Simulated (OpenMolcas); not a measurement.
# UHF/6-31G(d,p) (spherical functions) run of BH (SMILES [BH])

Aim: the energy of BH. 

The results are computed with OpenMolcas 26.06.

### Step 1. The molecule

The species is BH (2 atoms), meant as a singlet with charge 0. As SMILES, `[BH]`. The B1–H2 distance was set to 2.465 Å, away from the relaxed value.

### Step 2. The energy at UHF/6-31G(d,p) (spherical functions)

File step1.input:

```
* BH Hartree-Fock

&GATEWAY
  BASLIB = $CurrDir
  COORD
  2
  angstrom
  B        0.000000       0.000000      -1.232400
  H        0.000000       0.000000       1.232400
  BASIS = 6-31Gss
  GROUP = NoSym

&SEWARD

&SCF
  UHF
  SCRAMBLE = 0.25
  PRORBITALS = 1 1
```

The basis set 6-31G** is read from a file made from the Basis Set Exchange's data (not shown).

Run with:

```console
$ export MOLCAS_MEM=1860
$ pymolcas step1.input > step1.log
```

What values should one expect? Wanted: total energy; dipole moment; HOMO energy; LUMO energy; HOMO–LUMO gap.

Computed results:

Level: UHF/6-31G** (spherical functions).

| quantity | value |
| --- | --- |
| total energy | -24.98316 Eh |
| dipole moment | 2.83 D |
| HOMO energy | -7.91 eV |
| LUMO energy | 0.88 eV |
| HOMO–LUMO gap | 8.80 eV |

What this shows: The run may have ended on a state above the lowest.
